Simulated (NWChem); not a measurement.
Species: N2 cation, doublet

Computed with NWChem. Pople sets run with spherical d functions. Spin-unrestricted. No stability test was run on the SCF state. Each level has its own optimisation; frequencies are unscaled.

For level UHF/6-31G*:

| Quantity | Result |
|---|---|
| r N–N (Å) | 1.094 |
| highest harmonic frequency (cm⁻¹) | 2565 |

### Question
What are these values for level BLYP/def2-SVP?

### Answer
* **r N–N (Å)**: 1.125
* **highest harmonic frequency (cm⁻¹)**: 2268
